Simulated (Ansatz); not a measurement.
The same path of CH4OSi (7 atoms, charge 0, multiplicity 1) was run twice with different band settings. The coordinate that changes most is the dihedral H5–C1–O2–Si3.

These are results of Ansatz 0.2.0, RKS PBE-D4/def2-SVP, not measurements.

Relaxed end points:

```xyz
7
Properties=species:S:1:pos:R:3
C -0.519 0.488 -0.338
O -0.455 -0.445 0.725
Si 0.814 -1.413 1.253
H -1.315 0.184 -1.051
H 0.451 0.560 -0.882
H -0.786 1.489 0.063
H 1.869 -0.931 0.185
```

```xyz
7
Properties=species:S:1:pos:R:3
C -0.383 0.618 -0.302
O 0.232 0.218 0.909
Si 1.027 -1.208 1.310
H -0.286 -0.162 -1.092
H 0.083 1.560 -0.662
H -1.460 0.820 -0.122
H 0.848 -1.915 -0.088
```

Common settings: movable images 9; climbing image yes; optimiser quadratic models (default); start path through a guess of the saddle point; force threshold 0.05 eV/Å; iteration limit 60; end points relaxed.

| run | spring |
| --- | --- |
| 1 | 5.0 eV/Å² |
| 2 | 20.0 eV/Å² |

Q: What does each run give, and how far can it be trusted?

A: Run 1: converged after 17 iterations, highest image 0.055 eV above the first end. A vibrational analysis at the climbing image gives one clearly imaginary mode, 166i cm⁻¹: a first-order saddle point.
Run 2: converged after 21 iterations, highest image 0.056 eV above the first end. Another band between the same ends (9 images) ends at a top of the same energy, where a vibrational analysis finds 1 clearly imaginary mode.
